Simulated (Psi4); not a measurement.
Psi4 input (wB97X-D/6-311+G**):

```
memory 1500 MB

molecule {
-1 1
C    -0.01425270    0.12435824    1.95470681
C    -0.00757315   -0.19118066    0.64278123
C    -0.00245344   -0.56690684   -0.56877122
C     0.01816492    0.29533709   -1.79293461
H    -0.94020781    0.24704578    2.51109267
H     0.90535390    0.22409239    2.52600983
H     0.03014765    1.38655717   -1.59635947
H     0.89256220    0.07548540   -2.42067109
H    -0.85116970    0.09717232   -2.43476519
symmetry c1
no_reorient
no_com
}

set {
  basis 6-311+G**
  reference rks
  scf_type df
  df_basis_scf def2-universal-jkfit
  dft_radial_points 99
  dft_spherical_points 590
  e_convergence 1e-8
  d_convergence 1e-7
  maxiter 150
}

e = energy('wb97x-d')
print_out(f'\nFINAL {e:.10f} DIPOLE {variable("CURRENT DIPOLE")[0]:.6f} {variable("CURRENT DIPOLE")[1]:.6f} {variable("CURRENT DIPOLE")[2]:.6f}\n')
```

Question: Predict the final energy.

Answer: -155.32826 Eh.
